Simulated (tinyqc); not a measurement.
Inside a calculation. Method: MP2 on RHF in the sto-3g basis, for LiH, spin multiplicity 1. Computed by tinyqc, a small Python program that keeps every step (integrals from PySCF). Settings: charge = 0, multiplicity = 1, basis = sto-3g, method = RHF, energy threshold = 1e-10, iteration cap = 68, orthogonalisation = canonical, start = Wolfsberg-Helmholz matrix, DIIS depth = 6. Command: `OMP_NUM_THREADS=1 python tinyqc.py 25268 25269 out.jsonl` (the two numbers bound the seeds that draw the settings). One thread of a shared host (Intel(R) Xeon(R) Processor @ 2.60GHz), about 0.1 s of CPU time with the checks. The early iterations of the SCF are left out here.

## One-electron integrals

Geometry (angstrom):
```
atom         x         y         z
Li    0.000000  0.000000  0.000000
H     0.000000  0.000000  1.638000
```

Basis sto-3g: exponents (1/bohr^2) and contraction coefficients of normalised primitives:
```
element  l (shell)   exponent  coefficient
Li           s (1)  16.119575     0.154329
Li           s (1)   2.936201     0.535328
Li           s (1)   0.794651     0.444635
Li           s (2)   0.636290    -0.099967
Li           s (2)   0.147860     0.399513
Li           s (2)   0.048089     0.700115
Li           p (3)   0.636290     0.155916
Li           p (3)   0.147860     0.607684
Li           p (3)   0.048089     0.391957
H            s (1)   3.425251     0.154329
H            s (1)   0.623914     0.535328
H            s (1)   0.168855     0.444635
```

Overlap, kinetic and nuclear-attraction integrals over the contracted functions; the nuclear repulsion is the sum of Za Zb / Rab.

nuclear repulsion = 0.96918903 hartree

overlap S, order 1Li 1s, 1Li 2s, 1Li 2px, 1Li 2py, 1Li 2pz, 2H 1s:
$$\begin{pmatrix}
1.000000 & 0.241137 & 0.000000 & 0.000000 & 0.000000 & 0.061327 \\
0.241137 & 1.000000 & 0.000000 & 0.000000 & 0.000000 & 0.385787 \\
0.000000 & 0.000000 & 1.000000 & 0.000000 & 0.000000 & 0.000000 \\
0.000000 & 0.000000 & 0.000000 & 1.000000 & 0.000000 & 0.000000 \\
0.000000 & 0.000000 & 0.000000 & 0.000000 & 1.000000 & 0.505576 \\
0.061327 & 0.385787 & 0.000000 & 0.000000 & 0.505576 & 1.000000
\end{pmatrix}$$

kinetic energy T (hartree), order 1Li 1s, 1Li 2s, 1Li 2px, 1Li 2py, 1Li 2pz, 2H 1s:
$$\begin{pmatrix}
3.576786 & -0.020237 & 0.000000 & 0.000000 & 0.000000 & -0.015040 \\
-0.020237 & 0.102163 & 0.000000 & 0.000000 & 0.000000 & 0.039638 \\
0.000000 & 0.000000 & 0.319682 & 0.000000 & 0.000000 & 0.000000 \\
0.000000 & 0.000000 & 0.000000 & 0.319682 & 0.000000 & 0.000000 \\
0.000000 & 0.000000 & 0.000000 & 0.000000 & 0.319682 & 0.122749 \\
-0.015040 & 0.039638 & 0.000000 & 0.000000 & 0.122749 & 0.760032
\end{pmatrix}$$

nuclear attraction V (hartree), order 1Li 1s, 1Li 2s, 1Li 2px, 1Li 2py, 1Li 2pz, 2H 1s:
$$\begin{pmatrix}
-8.305944 & -1.042243 & 0.000000 & 0.000000 & -0.015363 & -0.263066 \\
-1.042243 & -1.493855 & 0.000000 & 0.000000 & -0.120045 & -0.709464 \\
0.000000 & 0.000000 & -1.451959 & 0.000000 & 0.000000 & 0.000000 \\
0.000000 & 0.000000 & 0.000000 & -1.451959 & 0.000000 & 0.000000 \\
-0.015363 & -0.120045 & 0.000000 & 0.000000 & -1.548325 & -0.941771 \\
-0.263066 & -0.709464 & 0.000000 & 0.000000 & -0.941771 & -2.193669
\end{pmatrix}$$

core Hamiltonian H = T + V (hartree), order 1Li 1s, 1Li 2s, 1Li 2px, 1Li 2py, 1Li 2pz, 2H 1s:
$$\begin{pmatrix}
-4.729158 & -1.062480 & 0.000000 & 0.000000 & -0.015363 & -0.278106 \\
-1.062480 & -1.391692 & 0.000000 & 0.000000 & -0.120045 & -0.669826 \\
0.000000 & 0.000000 & -1.132278 & 0.000000 & 0.000000 & 0.000000 \\
0.000000 & 0.000000 & 0.000000 & -1.132278 & 0.000000 & 0.000000 \\
-0.015363 & -0.120045 & 0.000000 & 0.000000 & -1.228643 & -0.819022 \\
-0.278106 & -0.669826 & 0.000000 & 0.000000 & -0.819022 & -1.433637
\end{pmatrix}$$

## Two-electron integrals

Functions are numbered as in S; the eight-fold symmetry (ij|kl) = (ji|kl) = (kl|ij) leaves the list below.

Two-electron integrals (ij|kl) in chemists' order, unique and non-zero (hartree):
```
(11|11) 1.680395   (21|11) 0.265420   (21|21) 0.049941   (22|11) 0.397727
(22|21) 0.092860   (22|22) 0.290562   (31|31) 0.008981   (32|31) 0.013788
(32|32) 0.064184   (33|11) 0.396640   (33|21) 0.092880   (33|22) 0.290497
(33|33) 0.312946   (41|41) 0.008981   (42|41) 0.013788   (42|42) 0.064184
(43|43) 0.016869   (44|11) 0.396640   (44|21) 0.092880   (44|22) 0.290497
(44|33) 0.279207   (44|44) 0.312946   (51|51) 0.008981   (52|51) 0.013788
(52|52) 0.064184   (53|53) 0.016869   (54|54) 0.016869   (55|11) 0.396640
(55|21) 0.092880   (55|22) 0.290497   (55|33) 0.279207   (55|44) 0.279207
(55|55) 0.312946   (61|11) 0.065581   (61|21) 0.012403   (61|22) 0.023478
(61|33) 0.023202   (61|44) 0.023202   (61|51) 0.001467   (61|52) 0.002844
(61|55) 0.024040   (61|61) 0.003367   (62|11) 0.144733   (62|21) 0.034152
(62|22) 0.111857   (62|33) 0.106215   (62|44) 0.106215   (62|51) 0.005561
(62|52) 0.032885   (62|55) 0.123023   (62|61) 0.010118   (62|62) 0.070145
(63|31) 0.002829   (63|32) 0.012920   (63|53) 0.005146   (63|63) 0.005195
(64|41) 0.002829   (64|42) 0.012920   (64|54) 0.005146   (64|64) 0.005195
(65|11) 0.176613   (65|21) 0.042135   (65|22) 0.143320   (65|33) 0.133688
(65|44) 0.133688   (65|51) 0.008642   (65|52) 0.050329   (65|55) 0.162411
(65|61) 0.013015   (65|62) 0.098652   (65|65) 0.140887   (66|11) 0.322034
(66|21) 0.077347   (66|22) 0.277393   (66|33) 0.253224   (66|44) 0.253224
(66|51) 0.014636   (66|52) 0.104489   (66|55) 0.325377   (66|61) 0.023997
(66|62) 0.216089   (66|65) 0.316019   (66|66) 0.774606
```

## Orthogonalisation

S = U s U^T; canonical form X = U s^(-1/2), so that X^T S X = 1. Each column of U has its largest component positive (the first on a tie).

eigenvalues of S: [0.357695, 0.799365, 1.000000, 1.000000, 1.171862, 1.671079]

X, order 1Li 1s, 1Li 2s, 1Li 2px, 1Li 2py, 1Li 2pz, 2H 1s:
$$\begin{pmatrix}
0.175680 & 0.798351 & 0.000000 & 0.000000 & 0.602626 & 0.179599 \\
-0.763177 & -0.619253 & 0.000000 & 0.000000 & 0.471839 & 0.366313 \\
0.000000 & 0.000000 & 0.770108 & -0.637913 & 0.000000 & 0.000000 \\
0.000000 & 0.000000 & 0.637913 & 0.770108 & 0.000000 & 0.000000 \\
-0.913714 & 0.445914 & 0.000000 & 0.000000 & -0.489733 & 0.395483 \\
1.160821 & -0.176958 & 0.000000 & 0.000000 & -0.166476 & 0.524946
\end{pmatrix}$$

Within a degenerate level the vectors are fixed only up to a rotation; this is one choice.

## Starting guess

The start is the generalised Wolfsberg-Helmholz matrix (K = 1.75) built on H; D = 2 C_occ C_occ^T.

D at the start, order 1Li 1s, 1Li 2s, 1Li 2px, 1Li 2py, 1Li 2pz, 2H 1s:
$$\begin{pmatrix}
1.982740 & 0.027119 & 0.000000 & 0.000000 & -0.098486 & -0.150252 \\
0.027119 & 0.128933 & 0.000000 & 0.000000 & 0.204643 & 0.315161 \\
0.000000 & 0.000000 & 0.000000 & 0.000000 & 0.000000 & 0.000000 \\
0.000000 & 0.000000 & 0.000000 & 0.000000 & 0.000000 & 0.000000 \\
-0.098486 & 0.204643 & 0.000000 & 0.000000 & 0.334941 & 0.515725 \\
-0.150252 & 0.315161 & 0.000000 & 0.000000 & 0.515725 & 0.794089
\end{pmatrix}$$

## Iteration 8 (converged): orbitals

converged F (hartree), order 1Li 1s, 1Li 2s, 1Li 2px, 1Li 2py, 1Li 2pz, 2H 1s:
$$\begin{pmatrix}
-2.347087 & -0.639991 & 0.000000 & 0.000000 & 0.014301 & -0.167507 \\
-0.639991 & -0.225851 & 0.000000 & 0.000000 & -0.101537 & -0.262905 \\
0.000000 & 0.000000 & 0.163940 & 0.000000 & 0.000000 & 0.000000 \\
0.000000 & 0.000000 & 0.000000 & 0.163940 & 0.000000 & 0.000000 \\
0.014301 & -0.101537 & 0.000000 & 0.000000 & 0.003889 & -0.232578 \\
-0.167507 & -0.262905 & 0.000000 & 0.000000 & -0.232578 & -0.142469
\end{pmatrix}$$

Diagonalise F' = X^T F X, C = X C', fill 2 alpha and 2 beta electrons from the bottom; D = 2 C_occ C_occ^T. Each column has its largest component positive (the first on a tie).

F' = X^T F X (hartree):
$$\begin{pmatrix}
0.523571 & -0.135435 & 0.000000 & 0.000000 & -0.092715 & -0.041379 \\
-0.135435 & -0.860775 & 0.000000 & 0.000000 & -1.092327 & -0.373960 \\
0.000000 & 0.000000 & 0.163940 & 0.000000 & 0.000000 & 0.000000 \\
0.000000 & 0.000000 & 0.000000 & 0.163940 & 0.000000 & 0.000000 \\
-0.092715 & -1.092327 & 0.000000 & 0.000000 & -1.194142 & -0.497424 \\
-0.041379 & -0.373960 & 0.000000 & 0.000000 & -0.497424 & -0.485527
\end{pmatrix}$$

orbital energies (hartree): MO1 -2.349693, MO2 -0.282009, MO3 0.077861, MO4 0.163940, MO5 0.163940, MO6 0.536968

coefficients C, order 1Li 1s, 1Li 2s, 1Li 2px, 1Li 2py, 1Li 2pz, 2H 1s:
$$\begin{pmatrix}
0.991284 & -0.164735 & -0.210514 & 0.000000 & 0.000000 & 0.097694 \\
0.032896 & 0.458557 & 0.799061 & 0.000000 & 0.000000 & -0.687660 \\
0.000000 & 0.000000 & 0.000000 & -0.233011 & 0.972474 & 0.000000 \\
0.000000 & 0.000000 & 0.000000 & 0.972474 & 0.233011 & 0.000000 \\
-0.006039 & 0.344686 & -0.611465 & 0.000000 & 0.000000 & -0.968103 \\
0.003535 & 0.551422 & -0.143094 & 0.000000 & 0.000000 & 1.165138
\end{pmatrix}$$

D after iteration 8, order 1Li 1s, 1Li 2s, 1Li 2px, 1Li 2py, 1Li 2pz, 2H 1s:
$$\begin{pmatrix}
2.019564 & -0.085862 & 0.000000 & 0.000000 & -0.125536 & -0.174669 \\
-0.085862 & 0.422713 & 0.000000 & 0.000000 & 0.315719 & 0.505949 \\
0.000000 & 0.000000 & 0.000000 & 0.000000 & 0.000000 & 0.000000 \\
0.000000 & 0.000000 & 0.000000 & 0.000000 & 0.000000 & 0.000000 \\
-0.125536 & 0.315719 & 0.000000 & 0.000000 & 0.237690 & 0.380092 \\
-0.174669 & 0.505949 & 0.000000 & 0.000000 & 0.380092 & 0.608157
\end{pmatrix}$$

Within a degenerate level the vectors are fixed only up to a rotation; this is one choice.

## Convergence

Stop when the energy changes by less than 1e-10 hartree and every element of the error matrix X^T (F D S - S D F) X is below 3e-06.

Course of the cycle:
```
iteration  E (hartree)     change  largest element of the error matrix
1          -7.84155523          -                             7.76e-02
2          -7.85643052  -1.49e-02                             2.41e-02
3          -7.85952146  -3.09e-03                             1.22e-02
4          -7.86040078  -8.79e-04                             1.14e-03
5          -7.86040174  -9.61e-07                             4.11e-04
6          -7.86040196  -2.17e-07                             5.33e-05
7          -7.86040197  -4.92e-09                             5.65e-06
8          -7.86040197  -5.41e-11                             1.09e-07
```

PySCF RHF in the same basis = -7.86040197 hartree

Converged in 8 iterations.

## Populations, bond orders and dipole

Mulliken: Z minus the diagonal of D S on the atom; Loewdin: the same with S^(1/2) D S^(1/2); Mayer order: 2 sum_s sum (D(s) S)_ij (D(s) S)_ji over the two atoms.

Charges (e):
```
atom   Mulliken    Loewdin
1Li   -0.015201  -0.012401
2H     0.015201   0.012401
```

Mayer bond orders:
```
pair     order
2-1   0.999769
```

dipole moment about the origin, x y z (debye): [0.000000, 0.000000, -4.868775]

## Integrals over molecular orbitals

(pq|rs) = sum C_ip C_jq C_kr C_ls (ij|kl), one index at a time.

one-electron integrals over orbitals h = C^T H C (hartree):
$$\begin{pmatrix}
-4.719781 & 0.104178 & 0.166520 & 0.000000 & 0.000000 & -0.037451 \\
0.104178 & -1.478108 & 0.031812 & 0.000000 & 0.000000 & -0.042516 \\
0.166520 & 0.031812 & -1.123005 & 0.000000 & 0.000000 & 0.029726 \\
0.000000 & 0.000000 & 0.000000 & -1.132278 & 0.000000 & 0.000000 \\
0.000000 & 0.000000 & 0.000000 & 0.000000 & -1.132278 & 0.000000 \\
-0.037451 & -0.042516 & 0.029726 & 0.000000 & 0.000000 & -0.957434
\end{pmatrix}$$

Two-electron integrals over orbitals (pq|rs), unique and non-zero (hartree):
```
(11|11) 1.658670    (21|11) -0.110037   (21|21) 0.012914    (22|11) 0.362166
(22|21) 0.005858    (22|22) 0.484682    (31|11) -0.138887   (31|21) 0.011111
(31|22) -0.015442   (31|31) 0.021710    (32|11) 0.014266    (32|21) -0.003250
(32|22) -0.049232   (32|31) 0.000154    (32|32) 0.013458    (33|11) 0.395468
(33|21) -0.010817   (33|22) 0.222549    (33|31) 0.001760    (33|32) 0.007986
(33|33) 0.337461    (41|41) 0.009817    (42|41) 0.007459    (42|42) 0.023217
(43|41) 0.010264    (43|42) 0.019313    (43|43) 0.041271    (44|11) 0.396323
(44|21) -0.004274   (44|22) 0.268304    (44|31) -0.004986   (44|32) 0.006192
(44|33) 0.281893    (44|44) 0.312946    (51|51) 0.009817    (52|51) 0.007459
(52|52) 0.023217    (53|51) 0.010264    (53|52) 0.019313    (53|53) 0.041271
(54|54) 0.016869    (55|11) 0.396323    (55|21) -0.004274   (55|22) 0.268304
(55|31) -0.004986   (55|32) 0.006192    (55|33) 0.281893    (55|44) 0.279207
(55|55) 0.312946    (61|11) 0.055907    (61|21) -0.009093   (61|22) -0.007059
(61|31) -0.002692   (61|32) 0.001828    (61|33) 0.010692    (61|44) 0.000721
(61|55) 0.000721    (61|61) 0.008961    (62|11) -0.045735   (62|21) 0.004339
(62|22) 0.124893    (62|31) 0.000980    (62|32) -0.035070   (62|33) -0.013367
(62|44) -0.018188   (62|55) -0.018188   (62|61) 0.000074    (62|62) 0.124354
(63|11) 0.017839    (63|21) -0.003479   (63|22) -0.051583   (63|31) 0.004356
(63|32) 0.009808    (63|33) 0.035967    (63|44) 0.002576    (63|55) 0.002576
(63|61) 0.004328    (63|62) -0.032272   (63|63) 0.026552    (64|41) -0.006138
(64|42) -0.019563   (64|43) -0.013647   (64|64) 0.019778    (65|51) -0.006138
(65|52) -0.019563   (65|53) -0.013647   (65|65) 0.019778    (66|11) 0.361585
(66|21) 0.002950    (66|22) 0.452273    (66|31) -0.011328   (66|32) -0.043803
(66|33) 0.241184    (66|44) 0.267604    (66|55) 0.267604    (66|61) -0.003355
(66|62) 0.131724    (66|63) -0.044261   (66|66) 0.452353
```

## Second-order Moller-Plesset energy

Hartree-Fock energy = -7.86040197 hartree

E2 = sum_ijab (ia|jb) [2 (ia|jb) - (ib|ja)] / (e_i + e_j - e_a - e_b) over occupied i, j and virtual a, b; the opposite-spin part is (ia|jb)^2 / denominator, the rest is same-spin, and SCS-MP2 scales them by 6/5 and 1/3.

Terms:
```
i  j  a  b    (ia|jb)    (ib|ja)  denominator       term
2  2  6  6   0.124354   0.124354    -1.637953  -0.009441
2  2  6  3  -0.035070  -0.035070    -1.178847  -0.001043
2  2  3  6  -0.035070  -0.035070    -1.178847  -0.001043
2  2  4  4   0.023217   0.023217    -0.891898  -0.000604
2  2  5  5   0.023217   0.023217    -0.891898  -0.000604
2  2  3  3   0.013458   0.013458    -0.719740  -0.000252
1  1  3  3   0.021710   0.021710    -4.855110  -0.000097
1  1  5  5   0.009817   0.009817    -5.027267  -0.000019
1  1  4  4   0.009817   0.009817    -5.027267  -0.000019
2  1  5  5   0.007459   0.007459    -2.959583  -0.000019
1  2  5  5   0.007459   0.007459    -2.959583  -0.000019
2  1  4  4   0.007459   0.007459    -2.959583  -0.000019
1  2  4  4   0.007459   0.007459    -2.959583  -0.000019
1  1  6  6   0.008961   0.008961    -5.773323  -0.000014
1  2  6  3   0.001828   0.000980    -3.246531  -1.51e-06
2  1  3  6   0.001828   0.000980    -3.246531  -1.51e-06
1  1  6  3  -0.002692  -0.002692    -5.314216  -1.36e-06
1  1  3  6  -0.002692  -0.002692    -5.314216  -1.36e-06
2  1  6  3   0.000980   0.001828    -3.246531  -3.98e-08
1  2  3  6   0.000980   0.001828    -3.246531  -3.98e-08
1  2  3  3   0.000154   0.000154    -2.787425  -8.46e-09
2  1  3  3   0.000154   0.000154    -2.787425  -8.46e-09
1  2  6  6   0.000074   0.000074    -3.705638  -1.47e-09
2  1  6  6   0.000074   0.000074    -3.705638  -1.47e-09
```

Pair energies (hartree; pair i-j sums ij and ji):
```
pair  opposite spin  same spin
1-1       -0.000152          0
2-1       -0.000078  -4.43e-07
2-2       -0.012988          0
```

MP2 correlation energy = -0.01321830 hartree

SCS-MP2 correlation energy = -0.01586157 hartree

MP2 total energy = -7.87362026 hartree
